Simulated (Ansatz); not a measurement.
# CH: the cost of one run

Program: Ansatz 0.2.0. Level of theory: DFT unrestricted wB97X-V, Gaussian basis aug-cc-pVTZ. These are calculated values, not measurements.

**1. The starting structure**

Bond lengths: C1–H2 1.120 Å.

Coordinates:

```xyz
2

C     0.0000    0.0000    0.0000
H     0.0000    0.0000    1.1200
```

**2. Batch of points: CH**

Contents of input.yaml:

```yaml
magnetization:
  spin_polarized: true
  initial_magnetization: 1
basis:
  gaussian:
    orbitals: aug-cc-pVTZ
    occupation: { up: { A1: 3, B1: 1 }, down: { A1: 3 } }
hamiltonian:
  xc: { name: wB97X-V }
batch:
  members: [s0.yaml, s1.yaml, s2.yaml, s3.yaml, s4.yaml, s5.yaml, ...]
# s1.yaml, one of 24 members:
crystal:
  periodic: [false, false, false]
  atoms:
    - { symbol: C, position_ang: [0.0, 0.0, 0.0] }
    - { symbol: H, position_ang: [0.0, 0.0, 0.85] }
```

What time and memory should one allow on 4 threads of Arm Neoverse V1, shared host?

About 23 s, with a peak of 0.31 GiB.
